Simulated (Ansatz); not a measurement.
Ansatz (a quantum-chemistry and plane-wave program) input (CCSD(T)/cc-pCVQZ): A basis named .json is the Basis Set Exchange file of that set (core-valence sets with the plain set on hydrogen).

Ansatz 0.2 input:
```yaml
crystal:
  periodic: [false, false, false]
  atoms:
    - {symbol: Si, position_ang: [-0.00000000, -0.00000000, -0.55023073]}
    - {symbol: O, position_ang: [0.00000000, 0.00000000, 0.96290378]}
basis:
  gaussian:
    orbitals: cc-pCVQZ.json
magnetization: {spin_polarized: false}
correlation: {method: ccsd_t, electrons: outside_noble_gas}
```

Output:

```
Functional definition: HF
integrals: 0.73 GiB planned
1281 factors; integrals over basis functions are off by at most 7.2e-4 eV
mean field: 0.56 GiB planned
mean field evaluation 1: about -9895.9879 eV, gradient 5.0e1 eV
mean field evaluation 2: about -9895.9893 eV, gradient 5.0e1 eV
mean field evaluation 4: about -9900.8989 eV, gradient 2.8e0 eV
mean field evaluation 8: about -9900.9355 eV, gradient 1.5e-1 eV
mean field evaluation 16: about -9894.6600 eV, gradient 5.9e1 eV
mean field -9900.93554682 eV, -363.8526702505 hartree, gradient 8.1e-7 eV, S^2 0.000000; 0 other end points of the search recorded, 0 dependent functions left out
6 core orbitals not correlated
reference -9900.93554682 eV, -363.8526702505 hartree; 5, 5 occupied and 182, 182 virtual orbitals, 1281 factors
second order -9.89805538 eV of doubles, -0.00000000 eV of singles
coupled cluster: 1.77 GiB planned
cycle   1  -9.34162168 eV  change    5.6e-1 eV  update   1.3e-1
cycle   2  -9.71298506 eV  change   -3.7e-1 eV  update   5.6e-2
cycle   3  -9.84465207 eV  change   -1.3e-1 eV  update   2.4e-2
cycle   4  -9.82377660 eV  change    2.1e-2 eV  update   6.7e-3
cycle   5  -9.82306145 eV  change    7.2e-4 eV  update   2.5e-3
cycle   6  -9.82415340 eV  change   -1.1e-3 eV  update   9.0e-4
cycle   7  -9.82364886 eV  change    5.0e-4 eV  update   3.2e-4
cycle   8  -9.82361720 eV  change    3.2e-5 eV  update   8.8e-5
cycle   9  -9.82364334 eV  change   -2.6e-5 eV  update   2.7e-5
cycle  10  -9.82362952 eV  change    1.4e-5 eV  update   9.7e-6
cycle  11  -9.82362098 eV  change    8.5e-6 eV  update   4.3e-6
perturbative correction -0.53522911 eV, -0.0196693069 hartree
Total energy: -9911.29439691 eV, -364.2333509697 hartree
```
